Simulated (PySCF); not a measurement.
Calculated NMR parameters of [H]/N=C/C=C\F

* Formula: C3H4FN
* SMILES: [H]/N=C/C=C\F
* InChI: InChI=1S/C3H4FN/c4-2-1-3-5/h1-3,5H/b2-1-,5-3+
* Point group of the computed structure: Cs
* Degrees of unsaturation: 2
* Carbon signals: 3
* Proton signals: 4

Molfile (atoms numbered from 1):
```
C3H4FN
     RDKit          3D

  9  8  0  0  0  0  0  0  0  0999 V2000
    1.9940    0.9136    0.5898 N   0  0  0  0  0  0  0  0  0  0  0  0
    1.0238    0.2681    0.0740 C   0  0  0  0  0  0  0  0  0  0  0  0
   -0.3557    0.6648    0.3267 C   0  0  0  0  0  0  0  0  0  0  0  0
   -1.4195    0.0287   -0.1720 C   0  0  0  0  0  0  0  0  0  0  0  0
   -1.3126   -1.0413   -0.9505 F   0  0  0  0  0  0  0  0  0  0  0  0
    2.8839    0.4955    0.3045 H   0  0  0  0  0  0  0  0  0  0  0  0
    1.1537   -0.6120   -0.5819 H   0  0  0  0  0  0  0  0  0  0  0  0
   -0.5208    1.5366    0.9639 H   0  0  0  0  0  0  0  0  0  0  0  0
   -2.4592    0.3161    0.0089 H   0  0  0  0  0  0  0  0  0  0  0  0
  6  1  1  0
  1  2  2  0
  2  3  1  0
  3  4  2  0
  4  5  1  0
  2  7  1  0
  3  8  1  0
  4  9  1  0
M  END
```

Theoretical values (PySCF): couplings computed with B3LYP/pcJ-1, PBE0-D3(BJ)/def2-SVP geometry, shielding tensors at PBE0/pcSseg-1 (GIAO). One computed conformer, gas phase, relativity neglected.

Referencing at the same level of theory: 1H, 13C against TMS; 19F against CFCl3; NH3 for 15N.

```tsv
carbon	δC, type	δH (multiplicity, J in Hz)	HMBC from (abs. J ≥ 3 Hz)	span of the C tensor (ppm)
C2	167.9, CH	8.70 (dd, 9.8, 1.1)	H9	237
C3	121.6, CH	5.71 (ddd, 35.6, 9.8, 5.9)	H7, H9	175
C4	165.0, CH	7.00 (ddd, 88.3, 5.9, 1.1)	H8	158
```

Other nuclei:
| atoms | nucleus | environment | δ (ppm) | σ (ppm) |
| --- | --- | --- | --- | --- |
| H6 | 1H | hydrogen on an imine nitrogen | 10.44 | 20.82 |
| F5 | 19F | vinylic fluorine | -108.5 | 285.7 |
| N1 | 15N | imine nitrogen | 369.7 | -104.0 |

Selected couplings (Hz, signed; the shortest-range and largest first, 30 at most; isotopes 13C, 19F, 1H, 15N): 1J(C4,F5) -358.2, 1J(C4,H9) 209.4, 1J(C3,H8) 172.7, 1J(C2,H7) 165.2, 1J(C3,C4) 91.7, 1J(C2,C3) 67.1, 1J(N1,C2) -5.4, 2J(F5,H9) 88.3, 2J(N1,C3) -10.8, 2J(C3,F5) -5.5, 2J(N1,H7) 3.4, 2J(C2,C4) -3.3, 3J(F5,H8) 35.6, 3J(H7,H8) 9.8, 3J(N1,C4) -6.8, 3J(H8,H9) 5.9, 3J(C2,F5) 4.5, 3J(N1,H8) -1.6, 4J(N1,F5) -6.2, 4J(H7,H9) -1.1.

- Carbon types of the structure: 3 × CH, leaving 1 H on heteroatoms.
- δC 167.9: C=N carbon.
- δC 165.0, 121.6: alkene CH; the olefinic region.
- δH 10.44: hydrogen on an imine nitrogen; exchangeable; this is the value without hydrogen bonding to other molecules.
- δH 8.70: hydrogen on a C=N carbon.
- δH 7.00, 5.71: hydrogen on an alkene CH; attached to an sp2 carbon and in the plane of the double bond.
- The protons at 8.70 and 5.71 share a coupling of 9.8 Hz (vicinal).
- The protons at 5.71 and 7.00 share a coupling of 5.9 Hz (vicinal, cis across C=C).

Exchangeable OH/NH protons stand at their gas-phase positions; hydrogen bonding in a real sample shifts them, mostly to higher δ. Common functionals overestimate the size of one-bond C–F couplings by tens of Hz; these are unscaled. Splittings below 1 Hz are ignored in the labels, and close J values are merged. Unscaled 3J(H,H) at this level run about 10 % above measured values. Shifts are as computed. Against solution values, carbons near 30 ppm lie about +2 ppm off and those near 130 ppm about +5 ppm. Of 1211 compounds with measured shifts, 218 miss one by over three times the rms of a fit or turn the order of signals round; such compounds aren't used in these exercises. Couplings to exchangeable protons are dropped. Unscaled 19F shifts against computed CFCl3 carry errors that often reach 10 to 50 ppm. Experimental scales use liquid or dissolved standards, which lie at an offset from isolated NH3 (liquid NH3: subtract about 20 ppm). Unscaled 15N shifts of sp2 nitrogen come out 20 to 40 ppm too high even then.
